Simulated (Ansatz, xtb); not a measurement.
Ranking isomers of C3H6N2O

8 gas-phase structures of C3H6N2O, from a drawn sample of its isomers (lower ones may exist). Each was relaxed with GFN2-xTB; where two conformers were screened, the lower at r2SCAN-D4/def2-SVP is listed:

A. `N/C=C/N=C/O`, a singlet
B. `N/C=C/N=C\O`, a singlet
C. `[H]/N=C/C/N=C\O`, a singlet
D. `[H]/N=C\C/N=C\O`, a singlet
E. `[H]/N=C\CNC=O`, a singlet
F. `[H]/N=C\C/N=C/O`, a singlet
G. `N/C=C\N=C\O`, a singlet
H. `N/C=C\N=C/O`, a singlet

Estimate their order in r2SCAN-D4/def2-SVP energy at these geometries, lowest first.

Calculated order at r2SCAN-D4/def2-SVP: E (0.0), G (4.7), H (7.6), A (7.7), B (11.4), C (13.2), F (14.6), D (19.0) kcal/mol. Less than 1 kcal/mol parts H and A, so the order within that pair means little.

Energies above the lowest of each column, in kcal/mol; the last columns are at PBE-D3(BJ)/def2-SVP geometries and were run for some of them only (a dash: not run or not comparable):

```tsv
structure	GFN2-xTB	HF/STO-3G	r2SCAN-D4/def2-SVP	PBE-D3(BJ)/def2-SVP	CCSD(T)/def2-SVP + ΔMP2/def2-TZVPP
E	0.0	0.0	0.0	0.0	0.0
G	0.1	7.7	4.7	5.2	7.9
H	1.4	12.1	7.6	7.9	10.2
A	0.5	9.1	7.7	8.0	10.6
B	2.7	13.9	11.4	11.5	13.8
C	5.7	7.5	13.2	9.7	12.3
F	7.7	5.1	14.6	–	–
D	8.5	11.6	19.0	–	–
```

Every level run on E puts it lowest or level with the lowest. CCSD(T)/def2-SVP + ΔMP2/def2-TZVPP orders those it was run on as E (0.0), G (7.9), H (10.2), A (10.6), C (12.3), B (13.8) kcal/mol. Less than 1 kcal/mol parts H and A, so the order within that pair means little. Flexible structures stand in one conformer each, not always the lowest. Frequencies (GFN2-xTB) were run for A, B, C, E, G, H alone. The ΔMP2 step shifts differences by up to 3.7 kcal/mol, which makes them less sure. ΔMP2 is the change of the MP2 energy from the smaller to the larger basis.

Over these structures GFN2-xTB departs from r2SCAN-D4/def2-SVP by 2.1 kcal/mol on average once a common shift is removed. A GFN2-xTB relaxation took about 0.081 s and the r2SCAN-D4/def2-SVP energy about 1.7 s on a shared host (Ansatz 0.2.0, xtb 6.7.1).
